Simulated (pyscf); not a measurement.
Four-centre exchange: H₂B–AsH₂ + water (H₂O) → HO–BH–AsH₂ + hydrogen (H₂)

Gas phase, singlet surface, charge 0. Bonds broken: B2–H5, O7–H8. Bonds formed: B2–O7, H5–H8. Optimised with ωB97X-D3(BJ)/def2-SVP in PySCF.

Transition state (Å):

```xyz
9

As    -2.7522    -0.9191     0.5109
B     -1.2383     0.4586     0.4868
H     -2.0794    -1.8830    -0.4536
H     -3.5246    -0.2186    -0.5958
H     -0.2690    -0.0489     1.2965
H     -1.4772     1.5601     0.9280
O     -0.3201     0.4763    -0.7832
H      0.1139     0.1144     0.3742
H     -0.0439     1.3837    -0.9660
```

One imaginary mode, 1387i cm⁻¹; descent along it reached the two sides named, in the forms told below.

| bond | change | reactant side (Å) | saddle | product side |
|---|---|---|---|---|
| B2–H5 | breaks | 1.220 | 1.361 | 4.4 |
| O7–H8 | breaks | 0.971 | 1.288 | 2.549 |
| B2–O7 | forms | 1.696 | 1.567 | 1.354 |
| H5–H8 | forms | 2.7 | 1.012 | 0.761 |

Electronic energies relative to the separated reactants (kJ/mol):

```csv
level,barrier,reaction energy,reverse barrier
ωB97X-D3(BJ)/def2-TZVP,50.7,-118.8,169.4
PBE/def2-TZVP,24.7,-121.0,145.7
r²SCAN/def2-TZVP,33.2,-124.6,157.8
B3LYP-D3(BJ)/def2-TZVP,52.7,-121.8,174.5
PBE0-D3(BJ)/def2-TZVP,33.5,-117.7,151.2
M06-2X/def2-TZVP,48.9,-125.5,174.4
ωB97M-D3(BJ)/def2-TZVP,48.1,-120.5,168.6
HF/def2-TZVP,136.7,-104.1,240.8
```

With ωB97M-D3(BJ)/def2-TZVP energies and thermal terms (ideal gas, 1 atm, RRHO with modes under 100 cm⁻¹ raised to 100, one conformer, R ln 2 for chiral ones without a mode under 150 cm⁻¹), in kJ/mol:

```json
[
 {"T (K)": "298", "ΔH‡": "46.5", "ΔG‡": "90.4", "ΔH": "-129.0", "ΔG": "-121.4"},
 {"T (K)": "600", "ΔH‡": "44.8", "ΔG‡": "135.8", "ΔH": "-126.2", "ΔG": "-114.7"},
 {"T (K)": "900", "ΔH‡": "46.4", "ΔG‡": "181.1", "ΔH": "-123.1", "ΔG": "-109.6"},
 {"T (K)": "1200", "ΔH‡": "49.2", "ΔG‡": "225.5", "ΔH": "-120.4", "ΔG": "-105.5"}
]
```

On the reactant side the descent ends in an adduct with a B–O contact, 62.6 kJ/mol under the separated species and 113.3 kJ/mol under the saddle at ωB97X-D3(BJ)/def2-TZVP. What is counted as formed (B–O) is already present as a longer contact in the reactant adduct; forming that adduct is a step of its own. At the saddle there is also a short B–H contact that neither side keeps. One saddle was located; it need not be the lowest between these sides. Elements up to Kr have no core potential and no relativistic terms here.
